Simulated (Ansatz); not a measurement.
**Bulk modulus of some elemental metals**

Method: r²SCAN+rVV10 (Ansatz, a first-principles code, PAW). References are measured values corrected to a static lattice.

Values in GPa.

```
solid                              reference  r²SCAN+rVV10  error (%)
--------------------------  ----------------  ------------  ---------
bcc W                          312 (300–328)           326       +4.5
fcc Ag                         110 (104–111)           113       +2.7
fcc Rh                         271 (271–289)           293       +8.1
bcc Cs                      2.11 (2.11–2.35)          1.98       -6.2
bcc Ba                      9.34 (9.34–10.6)          8.58       -8.1
bcc Mo                         265 (265–278)           277       +4.5
fcc Cu                                   144           170      +18.1
bcc V                                    161           197        +22
body-centred tetragonal In             44.7¶          46.0       +2.9
```

Over these 9 solids the mean error is +5.4 %, the mean absolute error 8.6 % (median 6.2 %), and the worst case bcc V at +22 %; the value is too high in 7 of 9 cases.

All these references are brought to a static lattice.

Spin–orbit coupling is left out, also for the solids with elements from indium on (bcc W, bcc Cs, bcc Ba, body-centred tetragonal In); its size isn't shown.

¶ marks references of a special kind: body-centred tetragonal In, 44.7 GPa (measured, copied from a table, unchecked, extrapolated to 0 K and zero-point effects removed; as tabulated in Lejaeghere et al. (2013), arXiv:1204.2733).

In Ansatz's fits of the non-cubic solids, shape and atoms are relaxed at each volume.

Brackets give the range of the sources taken for a reference, where it is wide; it can hold other temperatures.

Differences are worked out from the printed values.

Each level is taken at its own relaxed cell. Ansatz's density-functional and Hartree–Fock values are scalar-relativistic unless marked +SOC, with PAW data made under PBE.

Ansatz's runs of these crystals have no spin polarisation. Meta-GGAs and exact exchange favour moments, which can bear on fcc Rh, bcc V.

Not in this set, of the elemental metals with a reference value in our tables and a result at some level: 26 for no value at r²SCAN+rVV10 (not run, a failed fit, an unstable or unbound cell, or a value held back for tests); 6 for sources at odds; 3 for a reference at room or unstated temperature. These can be a level's best or worst cases. Solids without a released value at any level aren't counted. Layered and molecular crystals are counted apart. The metals Ce to Yb are counted apart.

References as tabulated in Levämäki et al. (2014), arXiv:1402.3671; doi:10.1021/acs.jctc.3c00612; Mejia-Rodriguez and Trickey (2018), arXiv:1807.09216; Lejaeghere et al. (2013), arXiv:1204.2733.
